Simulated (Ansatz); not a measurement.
**CH₃FSi (SMILES C=[SiH]F): functionals against CCSD(T) at one geometry**

How do the functionals fare away from a minimum? The structure is a structure displaced at random from a GFN2-xTB minimum.

The runs use Ansatz 0.2.0, Gaussian basis; single points in def2-TZVPP.

Cores are frozen in the correlated methods.

### Step 1. The starting structure

6 atoms, charge 0, spin multiplicity 1.

Atoms are counted from 1 here; the program's logs count them from 0.

Bond lengths: C1–Si2 1.766 Å, C1–H4 0.917 Å, C1–H5 1.135 Å, Si2–F3 1.631 Å, Si2–H6 1.444 Å. Angles: Si2–C1–H4 119.9°, Si2–C1–H5 114.3°, H4–C1–H5 122.8°, C1–Si2–F3 114.9°, C1–Si2–H6 146.1°, F3–Si2–H6 98.3°.

Coordinates:

```xyz
6
CH3FSi
C    -0.6651    0.2914   -0.7487
Si    0.5160   -0.0451    0.5206
F     0.9774   -1.6056    0.6345
H    -1.1323   -0.3982   -1.1326
H    -1.0235    1.3682   -0.7790
H     1.4366    0.5161    1.4815
```

### Step 2. CCSD(T)/def2-TZVPP

run/in.yaml

```yaml
crystal:
  periodic: [false, false, false]
  atoms:
    - {symbol: C, position_ang: [-0.665100, 0.291400, -0.748700]}
    - {symbol: Si, position_ang: [0.516000, -0.045100, 0.520600]}
    - {symbol: F, position_ang: [0.977400, -1.605600, 0.634500]}
    - {symbol: H, position_ang: [-1.132300, -0.398200, -1.132600]}
    - {symbol: H, position_ang: [-1.023500, 1.368200, -0.779000]}
    - {symbol: H, position_ang: [1.436600, 0.516100, 1.481500]}
basis:
  gaussian: {orbitals: def2-TZVPP}
correlation: {method: ccsd_t}
output: {forces: true}
```

The command line of these runs was not kept.

### Step 3. PBE0-D4/def2-TZVPP

run/in.yaml, as its differences from that of step 2:

```diff
@@ -11,3 +11,3 @@
   gaussian: {orbitals: def2-TZVPP}
-correlation: {method: ccsd_t}
-output: {forces: true}
+hamiltonian: {xc: pbe0, dispersion: d4}
+output: {forces: true, orbitals: {seedname: orbitals}}
```

### Step 4. wB97M-V/def2-TZVPP

run/in.yaml, as its differences from that of step 3:

```diff
@@ -11,3 +11,3 @@
   gaussian: {orbitals: def2-TZVPP}
-hamiltonian: {xc: pbe0, dispersion: d4}
-output: {forces: true, orbitals: {seedname: orbitals}}
+hamiltonian: {xc: {name: wB97M-V}}
+output: {forces: true}
```

### Step 5. r2SCAN-D4/def2-TZVPP

run/in.yaml, as its differences from that of step 4:

```diff
@@ -11,3 +11,3 @@
   gaussian: {orbitals: def2-TZVPP}
-hamiltonian: {xc: {name: wB97M-V}}
+hamiltonian: {xc: r2scan, dispersion: d4}
 output: {forces: true}
```

### Step 6. PBE-D4/def2-TZVPP

run/in.yaml, as its differences from that of step 5:

```diff
@@ -11,3 +11,3 @@
   gaussian: {orbitals: def2-TZVPP}
-hamiltonian: {xc: r2scan, dispersion: d4}
+hamiltonian: {xc: pbe, dispersion: d4}
 output: {forces: true}
```

### Step 7. BHLYP-D4/def2-TZVPP

run/in.yaml, as its differences from that of step 6:

```diff
@@ -11,3 +11,3 @@
   gaussian: {orbitals: def2-TZVPP}
-hamiltonian: {xc: pbe, dispersion: d4}
+hamiltonian: {xc: {name: BHLYP}, dispersion: d4}
 output: {forces: true}
```

### Step 8. B97M-V/def2-TZVPP

run/in.yaml, as its differences from that of step 7:

```diff
@@ -11,3 +11,3 @@
   gaussian: {orbitals: def2-TZVPP}
-hamiltonian: {xc: {name: BHLYP}, dispersion: d4}
+hamiltonian: {xc: {name: B97M-V}}
 output: {forces: true}
```

(Steps that only read results are left out.)

**Question.** What will these runs give? Wanted: energy less free atoms, CCSD(T)/def2-TZVPP; RMS force component; RMS force error; HOMO and LUMO, PBE0-D4; T1 diagnostic.

**Answer**, as computed:

| quantity | value |
| --- | --- |
| energy less free atoms, CCSD(T)/def2-TZVPP | -2000.7 kJ/mol |
| RMS force component | 3.758 to 3.832 eV/Å over the methods |
| RMS force error | PBE0-D4 0.176, wB97M-V 0.224, r2SCAN-D4 0.125, PBE-D4 0.228, BHLYP-D4 0.277, B97M-V 0.165 eV/Å |
| HOMO and LUMO, PBE0-D4 | -6.58 and -1.27 eV |
| T1 diagnostic | 0.015 |

**Reading.** Against CCSD(T) the functionals' energies less atoms differ by -85.9 to +21.2 kJ/mol, PBE-D4 by -85.9 kJ/mol. A larger basis would deepen the CCSD(T) value, while the functionals are nearly converged already, so the order here is not reliable. For forces r2SCAN-D4 does best and BHLYP-D4 worst. Frozen-core CCSD(T) forces in triple zeta carry basis errors of their own, and this is one geometry, so small gaps rank nothing. The restricted Hartree–Fock reference is unstable towards an unrestricted one at one or more of these structures.
